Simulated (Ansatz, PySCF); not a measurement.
This Ansatz (a first-principles code) input computes a CCSD(T)/cc-pVDZ energy:

Ansatz 0.2 input:
```yaml
crystal:
  periodic: [false, false, false]
  atoms:
    - {symbol: O, position_ang: [0.00087921, 0.00996717, 0.66372784]}
    - {symbol: C, position_ang: [-0.00069266, -0.00785239, -0.52290140]}
    - {symbol: H, position_ang: [0.00580988, 0.95150323, -1.10075038]}
    - {symbol: H, position_ang: [-0.00868758, -0.98412628, -1.07166392]}
basis:
  gaussian:
    orbitals: cc-pVDZ
total_charge: 1
magnetization: {spin_polarized: true, initial_magnetization: 1}
correlation: {method: ccsd_t, electrons: outside_noble_gas}
```

Problem. Write an input for the same energy in PySCF and say what it gives.

Solution. 
```python
from pyscf import gto, scf, mp, cc as ccmod

mol = gto.M(
    atom='''
    O     0.00087921    0.00996717    0.66372784
    C    -0.00069266   -0.00785239   -0.52290140
    H     0.00580988    0.95150323   -1.10075038
    H    -0.00868758   -0.98412628   -1.07166392
    ''',
    basis='cc-pvdz',
    charge=1,
    spin=1,
    verbose=4,
)

mf = scf.UHF(mol)
mf.conv_tol = 1e-10
mf.max_cycle = 100
mf.kernel()
mo, _, stable, _ = mf.stability(return_status=True)
if not stable:
    mf.kernel(mf.make_rdm1(mo, mf.mo_occ))
mp2 = mp.MP2(mf, frozen=2).run()
cc = ccmod.CCSD(mf, frozen=2)
cc.max_cycle = 100
cc.kernel()
et = cc.ccsd_t()
print(f'E(CCSD(T)) = {cc.e_tot + et:.9f}')
```
It gives -113.83489 Eh, and Ansatz -113.83489 Eh, a difference of 0.00 mEh.
